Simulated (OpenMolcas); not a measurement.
CH4Si (SMILES C=[SiH2]): name the method

CH4Si: 6 atoms, total charge 0, spin state singlet. SMILES: `C=[SiH2]`. The shape is that of a GFN2-xTB optimisation.

```xyz
6

C    -0.7387   -0.5472   -0.2651
Si    0.6113    0.4518    0.2183
H    -1.4085   -0.9966    0.4481
H    -0.9629   -0.7582   -1.2967
H     0.9530    0.7660    1.6007
H     1.5459    1.0842   -0.7053
```

Orbital energies are those of the mean-field step.

A calculation with OpenMolcas 26.06 gave:

* total energy: -329.0232 Eh
* dipole moment: 1.02 D
* HOMO energy: -8.41 eV
* LUMO energy: 1.92 eV
* HOMO–LUMO gap: 10.33 eV
* largest force: 1.885 eV/Å

Task: Which of these levels gave the numbers?
A. CPF/6-311G**
B. B3LYP/6-31G* (spherical functions)
C. HF/pcseg-1
D. HF/3-21G

Result: C. The others give -329.9375 Eh (B3LYP/6-31G* (spherical functions)), -329.3611 Eh (CPF/6-311G**), -327.3004 Eh (HF/3-21G).
